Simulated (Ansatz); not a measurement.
**How the bulk modulus of solid iodine moves with the method**

No measured value is used here.

| level (code) | value (GPa) | cell (Å³/atom) |
|---|---|---|
| LDA (Ansatz) | 15.3 | 36.82 |
| PBEsol (Ansatz) | 8.5 | 39.67 |
| r²SCAN (Ansatz) | ___ | 44.20 |

Q: Fill in the missing entries.

A: 
- r²SCAN (Ansatz, a program for electronic structure), value (GPa): 7.4

LDA, PBEsol, r²SCAN: the cell comes from a level without a dispersion term, which matters for the spacing of layers, chains or molecules. Each level is taken at its own relaxed cell. Cutoffs differ between the levels. Ansatz's density-functional and Hartree–Fock values are scalar-relativistic unless marked +SOC, with PAW data made under PBE.
